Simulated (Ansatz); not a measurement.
Born–Oppenheimer molecular dynamics of H₄OSi (6 atoms, charge 0, multiplicity 1). It goes on from the last frame of an earlier run, with new velocities.

Computed with RKS PBE0/def2-SVP (Ansatz).

* ensemble: NVT, Nosé–Hoover chain
* time step: 0.5 fs
* steps asked: 100
* set temperature: 50 K
* thermostat: time constant 100 fs, chain length 3 (defaults)
* seed: 986653

First frame:

```xyz
6
Properties=species:S:1:pos:R:3
Si 0.113 0.095 -0.001
H 0.025 0.223 1.468
H 1.530 0.232 -0.335
O -0.851 1.255 -0.831
H -1.651 0.952 -1.198
H -0.130 -1.298 -0.409
```

Task: How far do the bonds stretch over the last three quarters of this one trajectory? (Pairs bonded in most of those frames.)

Result: 
| bond | mean (Å) | spread (Å) | shortest | longest |
| --- | --- | --- | --- | --- |
| Si1–H2 | 1.495 | 0.026 | 1.46 | 1.53 |
| Si1–H3 | 1.490 | 0.021 | 1.46 | 1.52 |
| Si1–O4 | 1.669 | 0.033 | 1.62 | 1.71 |
| Si1–H6 | 1.497 | 0.017 | 1.47 | 1.53 |
| O4–H5 | 0.962 | 0.021 | 0.93 | 0.99 |

Mean temperature of the second half: 152 K. The conserved energy stayed within 0.22 meV per atom of its start (net change -0.079 meV per atom), so the integration is sound. The mean temperature of the second half is 204 % above the set value. A run of 0.05 ps of so small a system gives no equilibrium averages.

Run time: 93 s on 1 thread of Arm Neoverse V1, on a shared host, peak memory 0.089 GiB.
